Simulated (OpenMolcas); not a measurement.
# BClO (boron chloride oxide) at 6 levels

Aim: a comparison of 6 runs (HF/STO-3G, PBE0/STO-3G, SVWN5/STO-3G, r2SCAN/STO-3G, MP2/STO-3G, CISD/STO-3G) of BClO (boron chloride oxide). 

The results are computed with OpenMolcas 26.06.

2 further runs of the same task are left out: 1 for a known fault of the program, 1 set aside as unsound or not needed.

## (1) The molecule

BClO has 3 atoms, charge 0, and is taken as a singlet. SMILES: `O=BCl`. The B2–Cl3 distance was set to 2.458 Å, away from the relaxed value.

Bond lengths: O1–B2 1.193 Å. A long bond or contact: B2–Cl3 2.458 Å.

## (2) The energy at HF/STO-3G (run 1)

Contents of mol.inp:

```
&GATEWAY
 BasLib = $CurrDir
 Coord
 3
 angstrom
 O        1.642422       0.975916       1.009956
 B        0.735942       0.436336       0.452436
 Cl      -1.132640      -0.672810      -0.696460
 Basis = STO-3G
 Group = NoSym

&SEWARD

&SCF
 Thresholds = 1e-10 1e-07 1e-07 1e-05
 PrOrbitals = 1 1
```

The basis set STO-3G is read from a file made from the Basis Set Exchange's data (not shown).

Launch:

```bash
$ export MOLCAS_MEM=1860
$ pymolcas mol.inp > mol.log
```

What it wrote:

```text
--- Start Module: gateway ---
[...]
--- Stop Module: gateway /rc=_RC_ALL_IS_WELL_ ---
--- Start Module: seward ---
[...]
      Basis functions           19
--- Stop Module: seward /rc=_RC_ALL_IS_WELL_ ---
--- Start Module: scf ---
[...]
       Convergence after  12 Iterations
[...]
::    Total SCF energy                               -552.7286310415
[...]
      Total spin, S                                     0.0000000000
[...]
      Total electronic charge=   30.000000
      Total            charge=   -0.000000
[...]
      Dipole Moment (debye):
      Origin of the operator (angstrom)=   -0.0845   -0.0502   -0.0519
                   X=  7.3169E-01               Y=  4.3154E-01               Z=  4.4956E-01           Total=  9.6109E-01
      Quadrupole Moment (debye*angstrom):
[...]
--- Stop Module: scf /rc=_RC_ALL_IS_WELL_ ---
[...]
```

It took 1.4 s on 1 thread of Arm Neoverse V2, shared host; peak memory 0.37 GiB.

## (3) The energy at PBE0/STO-3G (run 2)

Contents of mol.input:

```
&GATEWAY
BasLib = $CurrDir
Coord
3
angstrom
O        1.642422       0.975916       1.009956
B        0.735942       0.436336       0.452436
Cl      -1.132640      -0.672810      -0.696460
Basis = STO-3G
Group = NoSym
&SEWARD
GridInput
Grid=UltraFine
End of Grid
&SCF
KSDFT = PBE0
Thresholds = 1e-10 1e-07 1e-07 1e-05
PrOrbitals = 1 1
```

The basis set STO-3G is read from a file made from the Basis Set Exchange's data (not shown).

Launch:

```bash
$ export MOLCAS_MEM=1860
$ pymolcas mol.input > mol.log
```

What it wrote:

```text
--- Start Module: gateway ---
[...]
--- Stop Module: gateway /rc=_RC_ALL_IS_WELL_ ---
--- Start Module: seward ---
[...]
      Basis functions           19
--- Stop Module: seward /rc=_RC_ALL_IS_WELL_ ---
--- Start Module: scf ---
[...]
       Convergence after  14 Iterations
[...]
::    Total KS-DFT energy                            -553.6306598642
[...]
      Total spin, S                                     0.0000000000
[...]
      Total electronic charge=   30.000000
      Total            charge=   -0.000000
[...]
      Dipole Moment (debye):
      Origin of the operator (angstrom)=   -0.0845   -0.0502   -0.0519
                   X=  8.2063E-01               Y=  4.8518E-01               Z=  5.0434E-01           Total=  1.0785E+00
      Quadrupole Moment (debye*angstrom):
[...]
--- Stop Module: scf /rc=_RC_ALL_IS_WELL_ ---
[...]
```

It took 3 s on 1 thread of Arm Neoverse V2, shared host; peak memory 0.37 GiB.

Runs 3 to 5 aren't shown in full; the table further down has their settings and results.

## (4) The energy at CISD/STO-3G (run 6)

Contents of mol.inp:

```
&GATEWAY
 BasLib=$CurrDir
 Coord
 3
 angstrom
 O        1.642422       0.975916       1.009956
 B        0.735942       0.436336       0.452436
 Cl      -1.132640      -0.672810      -0.696460
 Basis=STO-3G
 Group=NoSym

&SEWARD

&SCF
 Thresholds=1e-10 1e-07 1e-07 1e-05
 PrOrbitals=1 1

&MOTRA
 Frozen=7

&GUGA
 Electrons=16
 Spin=1
 Inactive=8
 Active=0
 CIAll=1

&CPF
 SDCI
```

The basis set STO-3G is read from a file made from the Basis Set Exchange's data (not shown).

Launch:

```bash
$ export MOLCAS_MEM=1860
$ pymolcas mol.inp > mol.log
```

What it wrote:

```text
--- Start Module: gateway ---
[...]
--- Stop Module: gateway /rc=_RC_ALL_IS_WELL_ ---
[...]
      Basis functions           19
[...]
       Convergence after  12 Iterations
[...]
::    Total SCF energy                               -552.7286310415
[...]
      Total spin, S                                     0.0000000000
[...]
      *** WARNING: Default frozen orbitals is overwritten by user input.
      *** Default values:   7
[...]
--- Start Module: guga ---
[...]
--- Stop Module: guga /rc=_RC_ALL_IS_WELL_ ---
--- Start Module: cpf ---
[...]
      Active orbitals                            0       0
[...]
      Spin quantum number                      0.0
[...]
     FINAL CI ENERGY          -552.88644347
     FINAL CORRELATION ENERGY   -0.15781243  REFERENCE ENERGY    -552.72863104
[...]
     REL. CI ENERGY           -552.88644347
[...]
      Total electronic charge=   30.000000
      Total            charge=   -0.000000
[...]
      Dipole Moment (debye):
      Origin of the operator (angstrom)=   -0.0845   -0.0502   -0.0519
                   X=  8.2539E-01               Y=  4.8859E-01               Z=  5.0734E-01           Total=  1.0851E+00
      Quadrupole Moment (debye*angstrom):
[...]
--- Stop Module: cpf /rc=_RC_ALL_IS_WELL_ ---
[...]
```

Run time: 1.5 s. Hardware: 1 thread of Arm Neoverse V2, shared host; peak memory 0.37 GiB.

## (5) Overview of the runs

| run | level | integration grid | frozen core orbitals | energy (Eh) | dipole moment (D) of the reference | HOMO energy (eV) | LUMO energy (eV) | wall time |
| --- | --- | --- | --- | --- | --- | --- | --- | --- |
| 1 | HF/STO-3G | – | – | -552.728631 | 0.96 | -10.71 | 1.78 | 1.4 s |
| 2 | PBE0/STO-3G | UltraFine | – | -553.630660 | 1.08 | -6.98 | -2.16 | 3 s |
| 3 | SVWN5/STO-3G | UltraFine | – | -551.529340 | 1.14 | -5.28 | -3.01 | 3.3 s |
| 4 | r2SCAN/STO-3G | UltraFine | – | -553.827533 | 1.08 | -5.73 | -3.07 | 4.2 s |
| 5 | MP2/STO-3G | – | 7 | -552.879863 | 0.96 | -10.71 | 1.78 | 1.5 s |
| 6 | CISD/STO-3G | – | 7 | -552.886443 | 0.96 | -10.71 | 1.78 | 1.5 s |

## (6) Results

| quantity | value |
| --- | --- |
| run 6: total energy | -552.88644 Eh |
| run 6: dipole moment (mean-field density) | 0.96 D |
| run 6: HOMO energy (Hartree–Fock orbitals) | -10.71 eV |
| run 6: LUMO energy (Hartree–Fock orbitals) | 1.78 eV |
| run 6: HOMO–LUMO gap (Hartree–Fock orbitals) | 12.50 eV |
| run 6: correlation energy (7 core orbitals frozen) | -157.8 mEh |

In words: Below the HF energy at the same shape and in the same basis (STO-3G): MP2 -151.2 mEh; CISD -157.8 mEh. Over runs 1, 2, 3, 4 the dipole moment (its size) runs from 0.96 D (HF/STO-3G) to 1.14 D (SVWN5/STO-3G). Over runs 1, 2, 3, 4 the HOMO–LUMO gap runs from 2.27 eV (SVWN5/STO-3G) to 12.50 eV (HF/STO-3G). Exact exchange widens orbital gaps. Totals of different functionals can't be ranked against each other. In runs 1, 2, 3, 4, 5, 6 the basis is minimal, so the values are rough. All runs together took 15 s, the longest 4.2 s.
